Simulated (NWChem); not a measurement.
**Basis-set dependence for N₂ (+1)**

```xyz
2

N      0.0000     0.0000     0.5566
N      0.0000     0.0000    -0.5566
```
Charge +1, spin multiplicity 2.

Program: NWChem. All single points use one geometry, from UB3LYP/def2-SVP, a minimum by its harmonic frequencies.

Hartree-Fock energies in Ha, correlation energies in mHa.

The correlated methods keep 2 core orbitals frozen. The Pople sets run with spherical d functions. The structure started from a generated list of species. The unpaired electrons of the parent sit in orbitals of symmetry ag (D2h labels of the run); other states weren't searched. No SCF solution was tested for a lower state. Open-shell Hartree-Fock references start from PBE0 orbitals. Coupled-cluster values serve here as a point of comparison, not as the truth.

```tsv
basis	functions	UHF	UMP2	SCS-UMP2	CCSD on ROHF	CCSD[T] on ROHF	CCSD(T) on ROHF	CCSD on UHF	CCSD[T] on UHF	CCSD(T) on UHF	CCSDT on ROHF
def2-SVP	28	-108.26900	-339.8	-327.4	-339.3	-359.5	-358.1	-330.1	-349.7	-347.7	-357.6
6-311G**	36	-108.39122	-352.5	-339.8	-350.3	-373.0	-371.6	-341.1	-363.2	-361.2	-370.7
def2-TZVP	62	-108.41131	-388.1	-377.1	-384.8	-411.0	-409.5	-375.0	-400.6	-398.5	not run
def2-QZVP	114	-108.41602	-410.0	-400.6	not run	not run	not run	not run	not run	not run	not run
```

From def2-TZVP to def2-QZVP the Hartree-Fock energy moves by -4.7 mHa and the UMP2 correlation energy by -21.9 mHa, which is 5 % of its value in the larger set.
